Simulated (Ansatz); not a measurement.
**Ti: from a trial structure to a relaxed crystal**

Method: Ansatz, DFT r2SCAN, scalar-relativistic, plane waves, PAW.

Ti was placed on the trigonal selenium structure type (P3_121, No. 152), at a guessed volume.

The final relaxation ran on this input, with the default PAW datasets:

```yaml
crystal:
  lattice:
    - [4.6467084804, 0.0, 0.0]
    - [-2.3233542402, 4.024167588, 0.0]
    - [0.0, 0.0, 2.7695139893]
  atoms:
    - { symbol: Ti, position: [0.3441427122, 0.0, 0.3333333333] }
    - { symbol: Ti, position: [0.0, 0.3441427122, 0.6666666667] }
    - { symbol: Ti, position: [0.6558572878, 0.6558572878, 0.0] }
basis:
  ecutwfc: 500
kpoints:
  mp_grid: { grid: [12, 12, 16] }
hamiltonian:
  xc: r2scan
scf:
  occupations: { method: gaussian, width: 0.1 }
output:
  forces: true
  stress: true
  eigenvalues: true
relax:
  adjacent_minimum: "off"
  f_tol: 0.01
  max_steps: 80
  cell: { stress_tol: 0.05 }
```

It can be run as:

```bash
ansatz run input.yaml --threads 1 --pin off --backend cpu --events-out ev --progress --plain --runs-dir out  # memory cap (--max-ram) not shown
```

End of the output:

```
SCF converged after 7 iterations
Free energy (F): -7512.717040 eV
Harris-Foulkes:  -7512.717040 eV  (|F-HF|=1.82e-12)
Internal energy: -7512.684790 eV  (E = F + TS)
E sigma→0 (E₀):  -7512.700915 eV
Entropy (-TS):   -0.032249 eV (-10.750 meV/atom)
Fermi energy:    13.282052 eV
--- Per-component energies (eV) ---
  E_band       = -504.706398
  E_kinetic    = 818.339290
  E_local      = -2413.126929  (includes V_loc(G=0)·N_el)
  E_nonlocal   = 22.751624
  E_hartree    = 989.562340
  E_xc         = -278.459194
  E_vxc        = -398.118847  (∫ρ·V_xc dr)
  E_paw        = -3170.648554  (= ΣΔE_a)
  E_vpaw       = -541.125508  (= ΣTr[D̂ρ^β])
  E_aug_tail   = 0.000271  (compensation charges beyond the density's cutoff)
  E_vtau       = 27.448994  (kinetic-family band-sum trace: ∫τ·v_τ [+ j·A + Jᵃ·Aᵃ] dr)
  E_ewald      = -3480.343268
  E_core_change = -0.760371  (= ΣΔE_core)
  E_smearing   = -0.032249  (= −TS)
  E_closure    =  0.000000  (closes the sum)
  Σ components = -7512.717040   (vs F -7512.717040, Δ=0.00e0)
--- Forces (eV/Å), atoms counted from 1 ---
  atom   1  Ti    -0.00043929     0.00000000     0.00000000
  atom   2  Ti     0.00021965    -0.00038044     0.00000000
  atom   3  Ti     0.00021965     0.00038044     0.00000000
  max |Σ_I F_I| component: 8.13e-20 eV/Å
--- Stress (GPa, compression-positive) ---
        0.019383       0.000000       0.000000
        0.000000       0.019383       0.000000
        0.000000       0.000000      -0.037633
  P = ⅓ Tr σ = 0.0004 GPa (0.004 kbar)
--- Relaxed structure (5 steps of the walk, 5 accepted, 1 SCFs on fresh bases) ---
  F+E_penalty+E_count = -7512.71703953 eV   max|allowed force component| = 4.393e-4 eV/Å   (the final SCF, on the basis selected at the relaxed cell)
  cell:  # Å, volume = 51.6025 Å³
    - [4.596961, 0.000000, 0.000000]
    - [-2.298480, 3.981085, 0.000000]
    - [0.000000, 0.000000, 2.819672]
  atoms:
    - { symbol: Ti, position: [0.333407, 0.000000, 0.333333] }
    - { symbol: Ti, position: [0.000000, 0.333407, 0.666667] }
    - { symbol: Ti, position: [0.666593, 0.666593, 0.000000] }
```

Absolute energies hang on the potentials; compare differences alone.

The result has space group Im-3m (No. 229). Around Ti lie 8 Ti at 2.82 Å and 6 Ti at 3.25 Å.

It lies 0.14 eV/atom above the element's standard state at the same level.

The k mesh leaves about 4 meV/atom of noise in metals.

Symmetry constrained the relaxation, so the result can be a saddle point.